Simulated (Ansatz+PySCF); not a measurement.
Results of a calculation; reference values are marked as such.
Input for PySCF 2.14.0:

```python
from pyscf import gto, scf

mol = gto.M(atom="""
N 0.000000 0.000000 -0.287870
H 0.000000 0.000000 2.015060
Li 30.000000 0.000000 -0.599190
H 30.000000 0.000000 1.797570
""", basis='6-31g', charge=0, spin=2)
mf = scf.ROHF(mol)
mf.init_guess = 'minao'
mf.kernel()
while True:  # follow internal instabilities
    mo, _, stable, _ = mf.stability(return_status=True)
    if stable: break
    mf.kernel(mf.make_rdm1(mo, mf.mo_occ))
print(mf.converged, mf.e_tot, mf.spin_square()[0])
```

The script is written out from the run's settings.

The run gave:

```yaml
Converged: yes
Total_energy: -62.68100 hartree
Spin_squared_of_the_determinant: 2.000
```

This is not the lowest solution: another run reaches a determinant 0.16 eV lower. Caution: an unrestricted determinant lies well below.
